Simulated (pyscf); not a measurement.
`[O]=[P]` [doublet] + `[H][H]` → `[OH][PH]` [doublet], an addition across a multiple bond or ene-type step (doublet surface; H–H broken, H–O, H–P formed). Structures and frequencies: ωB97X-D3(BJ)/def2-SVP in PySCF. Energies in eV from the separated reactants.

Small-basis levels: PySCF, no dispersion term, spherical d functions. AM1 to PM7: differences of heats of formation from MOPAC, which are fitted to 298 K values and so differ in kind from electronic energies by zero-point and thermal terms. Open shells are spin-unrestricted. 

```json
[
 {"level": "HF/STO-3G", "barrier": "3.36", "reaction energy": "-2.22"},
 {"level": "HF/3-21G", "barrier": "2.85", "reaction energy": "-1.67"},
 {"level": "M06-2X/6-31G*", "barrier": "2.12", "reaction energy": "-1.04"},
 {"level": "PBE/def2-SVP", "barrier": "1.47", "reaction energy": "-1.15"},
 {"level": "B3LYP/def2-SVP", "barrier": "1.77", "reaction energy": "-1.12"},
 {"level": "AM1", "barrier": "2.78", "reaction energy": "-1.02"},
 {"level": "PM6", "barrier": "3.31", "reaction energy": "+0.32"},
 {"level": "ωB97M-D3(BJ)/def2-TZVP", "barrier": "1.78", "reaction energy": "-0.98"}
]
```

Against the last row the barrier runs from -0.31 (PBE/def2-SVP) to +1.58 eV (HF/STO-3G). ωB97M-D3(BJ)/def2-TZVP has limits of its own. At the saddle there is also a short H–P contact that neither side keeps. One saddle was located; it need not be the lowest between these sides. The term symbol of open-shell O=P• was not checked; spin-orbit terms are left out.
